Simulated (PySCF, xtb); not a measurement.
propene cation (C₃H₆), SMILES C=CC (connectivity only; charge and spin as stated), charge +1, multiplicity 2.

Harmonic wavenumbers (cm⁻¹) from GFN2-xTB run with xtb at its own minimum, in rising order: 171, 348, 494, 789, 827, 884, 905, 964, 1126, 1178, 1235, 1269, 1293, 1379, 1456, 2840, 2902, 2917, 3008, 3030, 3049.

Question: What does PBE-D3(BJ)/def2-TZVP run with PySCF give at its own minimum? (Estimate from the structure and the level; the computed values follow.)

Answer: 141, 232, 397, 720, 830, 884, 941, 1009, 1165, 1223, 1241, 1302, 1365, 1436, 1506, 2812, 2893, 3059, 3070, 3107, 3170. Paired by order, the mean absolute difference is 54 cm⁻¹ and the zero-point energies are 45.8 and 46.5 kcal/mol.
